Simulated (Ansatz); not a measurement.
Basis-set extrapolation for `CBS` (PBE0-D4/def2-TZVP geometry, frozen core, Ansatz). Multiplicity 1, RHF reference.

```csv
,def2-TZVPP,def2-QZVPP
HF,-463.062125,-463.076421
MP2 correlation,-0.460902,-0.494095
CCSD(T) correlation,-0.524728,not run
```

Energies in hartree. Use E(X) = E(∞) + A·exp(−7.88·√X) for Hartree–Fock and E(X) = E(∞) + B·X^(−2.97) for correlation, with X = 3 and 4, and add CCSD(T) minus MP2 of the smaller set to the MP2 limit.

**Question.** What is the CCSD(T) energy at the basis-set limit?

**Answer.** HF limit: -463.076421 + (-0.014296) × 0.13774 = -463.07839. MP2 limit: -0.494095 + (-0.033193) × 0.74074 = -0.51868. Higher-order term: -0.524728 − (-0.460902) = -0.06383. Total: -463.66090 hartree, 194.4 kJ/mol below CCSD(T)/def2-TZVPP.
